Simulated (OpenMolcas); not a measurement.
# C2H6Si (SMILES CC[SiH]): levels of theory compared

Wanted: a comparison of 6 runs (HF/cc-pVDZ, B3LYP/6-31G*, B2PLYP/cc-pVDZ, BLYP/cc-pVDZ, PBE0/cc-pVDZ, MP2/cc-pVDZ) of C2H6Si. 

The results are computed with OpenMolcas 26.06.

## Step 1: The structure to begin with

C2H6Si: 9 atoms, total charge 0, spin state singlet. SMILES: `CC[SiH]`. The C2–Si3 distance was set to 2.458 Å, away from the relaxed value.

Bond lengths: C1–C2 1.523 Å, C1–H4 1.094 Å, C1–H5 1.093 Å, C1–H6 1.092 Å, C2–H7 1.095 Å, C2–H8 1.111 Å, Si3–H9 1.532 Å. Angles: C1–C2–H7 111.7°, C1–C2–H8 109.8°, C2–C1–H4 112.0°, C2–C1–H5 111.1°, C2–C1–H6 111.0°, H7–C2–H8 104.1°, H4–C1–H5 107.1°, H4–C1–H6 108.1°, H5–C1–H6 107.3°. A long bond or contact: C2–Si3 2.458 Å.

## Step 2: The energy at HF/cc-pVDZ (run 1)

calc.input reads:

```
>>> EXPORT MOLCAS_PRINT=2
&GATEWAY
BasLib=$CurrDir
BasisSet
C.cc-pVDZ....
C1 -0.909087 0.434075 -1.029946 angstrom
C2 0.107913 -0.625325 -0.626146 angstrom
End of Basis
BasisSet
Si.cc-pVDZ....
Si3 1.475100 -0.358700 1.398700 angstrom
End of Basis
BasisSet
H.cc-pVDZ....
H4 -1.524387 0.111575 -1.874946 angstrom
H5 -0.413487 1.361475 -1.327746 angstrom
H6 -1.573887 0.674775 -0.197746 angstrom
H7 0.735513 -0.926325 -1.471546 angstrom
H8 -0.418487 -1.559225 -0.333846 angstrom
H9 0.401100 0.410600 2.175300 angstrom
End of Basis
&SEWARD
&SCF
Thresholds=1e-10 1e-07 1e-07 1e-05
PrOrbitals=1
```

The basis set cc-pVDZ is read from a file made from the Basis Set Exchange's data (not shown).

Started as:

```
$ export MOLCAS_MEM=1860
$ pymolcas calc.input > calc.log
```

What it wrote:

```text
--- Start Module: gateway ---
[...]
--- Stop Module: gateway /rc=_RC_ALL_IS_WELL_ ---
--- Start Module: seward ---
[...]
      Basis functions           76
--- Stop Module: seward /rc=_RC_ALL_IS_WELL_ ---
[...]
--- Start Module: scf ---
[...]
       Convergence after  14 Iterations
[...]
::    Total SCF energy                               -368.0550661544
[...]
      Total spin, S                                     0.0000000000
[...]
      Total electronic charge=   32.000000
      Total            charge=   -0.000000
[...]
      Dipole Moment (debye):
      Origin of the operator (angstrom)=    0.4970   -0.2112    0.2793
                   X= -1.2648E-01               Y=  1.1649E-01               Z=  2.8216E-01           Total=  3.3043E-01
      Quadrupole Moment (debye*angstrom):
[...]
--- Stop Module: scf /rc=_RC_ALL_IS_WELL_ ---
[...]
```

Run time: 4.5 s. Hardware: 1 thread of Arm Neoverse V1, shared host; peak memory 0.43 GiB.

## Step 3: The energy at B3LYP/6-31G(d) (spherical functions) (run 2)

test.inp reads:

```
&GATEWAY
BASLIB=$CurrDir
COORD
9
angstrom
C       -0.909087       0.434075      -1.029946
C        0.107913      -0.625325      -0.626146
Si       1.475100      -0.358700       1.398700
H       -1.524387       0.111575      -1.874946
H       -0.413487       1.361475      -1.327746
H       -1.573887       0.674775      -0.197746
H        0.735513      -0.926325      -1.471546
H       -0.418487      -1.559225      -0.333846
H        0.401100       0.410600       2.175300
BASIS=6-31Gs
GROUP=NoSym
&SEWARD
GRIDINPUT
Grid=UltraFine
End of Grid
&SCF
KSDFT=B3LYP
THRESHOLDS=1e-10 1e-07 1e-07 1e-05
PRORBITALS=1 2
```

The basis set 6-31G* is read from a file made from the Basis Set Exchange's data (not shown).

Started as:

```
$ export MOLCAS_MEM=1860
$ pymolcas test.inp > test.log
```

What it wrote:

```text
--- Start Module: gateway ---
[...]
--- Stop Module: gateway /rc=_RC_ALL_IS_WELL_ ---
--- Start Module: seward ---
[...]
      Basis functions           58
--- Stop Module: seward /rc=_RC_ALL_IS_WELL_ ---
[...]
--- Start Module: scf ---
[...]
       Convergence after  14 Iterations
[...]
::    Total KS-DFT energy                            -369.2098390287
[...]
      Total spin, S                                     0.0000000000
[...]
      Total electronic charge=   32.000000
      Total            charge=   -0.000000
[...]
      Dipole Moment (debye):
      Origin of the operator (angstrom)=    0.4970   -0.2112    0.2793
                   X= -3.3019E-01               Y=  9.9630E-02               Z=  6.7262E-02           Total=  3.5139E-01
      Quadrupole Moment (debye*angstrom):
[...]
--- Stop Module: scf /rc=_RC_ALL_IS_WELL_ ---
[...]
```

Run time: 17 s. Hardware: 1 thread of Arm Neoverse V1, shared host; peak memory 0.39 GiB.

Runs 3 to 5 aren't shown in full; the table further down has their settings and results.

## Step 4: A single-point energy at MP2/cc-pVDZ (run 6)

struct.xyz reads:

```xyz
9

C     -0.909087     0.434075    -1.029946
C      0.107913    -0.625325    -0.626146
Si     1.475100    -0.358700     1.398700
H     -1.524387     0.111575    -1.874946
H     -0.413487     1.361475    -1.327746
H     -1.573887     0.674775    -0.197746
H      0.735513    -0.926325    -1.471546
H     -0.418487    -1.559225    -0.333846
H      0.401100     0.410600     2.175300
```

test.inp reads:

```
&GATEWAY
BASLIB
$CurrDir
COORD
struct.xyz
BASIS
cc-pVDZ
GROUP
NoSym
&SEWARD
&SCF
THRESHOLDS
1e-10 1e-07 1e-07 1e-05
PRORBITALS
1 2
&MBPT2
FROZEN
7
```

The basis set cc-pVDZ is read from a file made from the Basis Set Exchange's data (not shown).

Started as:

```
$ export MOLCAS_MEM=1860
$ pymolcas test.inp > test.log
```

What it wrote:

```text
--- Start Module: gateway ---
[...]
--- Stop Module: gateway /rc=_RC_ALL_IS_WELL_ ---
[...]
      Basis functions           76
[...]
--- Start Module: scf ---
[...]
       Convergence after  14 Iterations
[...]
::    Total SCF energy                               -368.0550661544
[...]
      Total spin, S                                     0.0000000000
[...]
      Total electronic charge=   32.000000
      Total            charge=   -0.000000
[...]
      Dipole Moment (debye):
      Origin of the operator (angstrom)=    0.4970   -0.2112    0.2793
                   X= -1.2648E-01               Y=  1.1649E-01               Z=  2.8216E-01           Total=  3.3043E-01
      Quadrupole Moment (debye*angstrom):
[...]
--- Stop Module: scf /rc=_RC_ALL_IS_WELL_ ---
[...]
--- Start Module: mbpt2 ---
[...]
WARNING!
Default frozen orbitals as non valence orbitals is overwritten by user input.
Default values:   4
[...]
       Reference weight ( Cref**2 )         =        0.86331
::    Total MBPT2 energy                             -368.4344096733
[...]
      Total MBPT2 calculations                           0.15      0.17
--- Stop Module: mbpt2 /rc=_RC_ALL_IS_WELL_ ---
[...]
```

Wall time 4.8 s (1 thread of Arm Neoverse V1, shared host); peak memory 0.43 GiB.

## Step 5: The series

```tsv
run	level	integration grid	frozen core orbitals	energy (Eh)	dipole moment (D) of the reference	HOMO energy (eV)	LUMO energy (eV)	wall time
1	HF/cc-pVDZ	–	–	-368.055066	0.33	-8.29	0.37	4.5 s
2	B3LYP/6-31G* (spherical functions)	UltraFine	–	-369.209839	0.35	-5.88	-3.07	17 s
3	B2PLYP/cc-pVDZ	UltraFine	7	-368.978341	0.27	-6.91	-1.66	24 s
4	BLYP/cc-pVDZ	UltraFine	–	-369.151111	0.18	-5.01	-3.64	30 s
5	PBE0/cc-pVDZ	UltraFine	–	-368.980202	0.28	-6.17	-2.95	29 s
6	MP2/cc-pVDZ	–	7	-368.434410	0.33	-8.29	0.37	4.8 s
```

## Step 6: Summary of results

| quantity | value |
| --- | --- |
| run 6: total energy | -368.43441 Eh |
| run 6: dipole moment (mean-field density) | 0.33 D |
| run 6: HOMO energy (Hartree–Fock orbitals) | -8.29 eV |
| run 6: LUMO energy (Hartree–Fock orbitals) | 0.37 eV |
| run 6: HOMO–LUMO gap (Hartree–Fock orbitals) | 8.66 eV |
| run 6: correlation energy (7 core orbitals frozen) | -379.3 mEh |

In words: Over runs 1, 2, 3, 4, 5 the dipole moment (its size) runs from 0.18 D (BLYP/cc-pVDZ) to 0.35 D (B3LYP/6-31G*). The two ends differ in method and basis. Over runs 1, 2, 3, 4, 5 the HOMO–LUMO gap runs from 1.37 eV (BLYP/cc-pVDZ) to 8.66 eV (HF/cc-pVDZ). Exact exchange widens orbital gaps. For B2PLYP the log adds the whole second-order term; the table takes 0.27 of it, as the functional is defined. Totals of different functionals can't be ranked against each other. All runs together took 1.8 min, the longest 30 s.
